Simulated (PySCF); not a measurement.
## C3H8: core ionisation energies

Species: propane, C3H8.
Geometry (PBE0-D3(BJ)/def2-SVP, Å), atoms numbered from 1 in this order:
```xyz
11
C3H8 angstrom
C      1.2114    0.4494   -0.0917
C      0.1245   -0.6067    0.0390
C     -1.2787   -0.0209    0.0717
H      2.2167    0.0020   -0.1131
H      1.0882    1.0362   -1.0168
H      1.1807    1.1598    0.7510
H      0.2967   -1.2003    0.9534
H      0.2038   -1.3211   -0.7990
H     -2.0472   -0.8044    0.1574
H     -1.4059    0.6665    0.9239
H     -1.4922    0.5539   -0.8449
```

Method used: delta-SCF UKS SCAN, pcX-2 on the ionised atom, pcseg-1 elsewhere, spin-free X2C in PySCF. These are vertical core ionisation energies against the vacuum level, from separate self-consistent calculations with and without the core hole.

Problem. Give the core binding energies atom by atom.

Solution. 
```tsv
atom(s)	bonded to	level	binding energy (eV)	above the level's lowest (eV)	count
C2	2 C and 2 H	C 1s	290.62	+0.07	1
C1/C3	C and 3 H	C 1s	290.55	0.00	2
```

The 2 C 1s values lie within 0.07 eV of each other; Gaussian lines of 0.5 eV full width would blend them into one maximum.

Problem. Which photon energy gives electrons from C 1s of C2 a kinetic energy of 200 eV, and what is their de Broglie wavelength?

Solution. hν = 290.62 + 200 = 490.62 eV, recoil neglected; λ = 12.264 Å/√(E/eV) = 0.87 Å.

Atoms equivalent by their bonding share one computed value, that of the first of them. Isolated species at its PBE0-D3(BJ)/def2-SVP geometry, gas phase.
